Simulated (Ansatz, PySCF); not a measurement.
This PySCF input computes a SVWN5/def2-TZVPD energy:

```python
from pyscf import gto, scf, dft

mol = gto.M(
    atom='''
    C     0.00340085    0.10411341    0.84463058
    C    -0.00316901    0.02839917   -0.68472531
    H    -0.87168362   -0.45775013    1.22954120
    H     0.88597729   -0.45133029    1.22167274
    H    -0.00176189   -0.97997600   -1.19312952
    H    -0.88238004    0.54379300   -1.10483906
    H     0.86845721    0.55018792   -1.11267697
    ''',
    basis='def2-tzvpd',
    charge=-1,
    spin=0,
    verbose=4,
)

mf = dft.RKS(mol, xc='svwn').density_fit(auxbasis='def2-universal-jkfit')
mf.grids.level = 3
mf.conv_tol = 1e-9
mf.max_cycle = 100
mf.max_memory = 1500
mf.kernel()
if not mf.converged:
    mf = mf.newton()
    mf.kernel(mf.make_rdm1())
mf.analyze()
```

**Question.** Write an input for the same energy in Ansatz (a program for electronic structure) and say what it gives.

**Answer.** 
Ansatz 0.2 input:
```yaml
crystal:
  periodic: [false, false, false]
  atoms:
    - {symbol: C, position_ang: [0.00340085, 0.10411341, 0.84463058]}
    - {symbol: C, position_ang: [-0.00316901, 0.02839917, -0.68472531]}
    - {symbol: H, position_ang: [-0.87168362, -0.45775013, 1.22954120]}
    - {symbol: H, position_ang: [0.88597729, -0.45133029, 1.22167274]}
    - {symbol: H, position_ang: [-0.00176189, -0.97997600, -1.19312952]}
    - {symbol: H, position_ang: [-0.88238004, 0.54379300, -1.10483906]}
    - {symbol: H, position_ang: [0.86845721, 0.55018792, -1.11267697]}
basis:
  gaussian:
    orbitals: def2-TZVPD
hamiltonian:
  xc: {name: SVWN5}
total_charge: -1
output: {forces: true}
```
It gives -78.40047 Eh, and PySCF -78.40052 Eh, a difference of 0.05 mEh, from the treatment of integrals and grids.

It need not be the lowest isomer of its formula. Whether it binds its extra electron was not tested at this geometry.
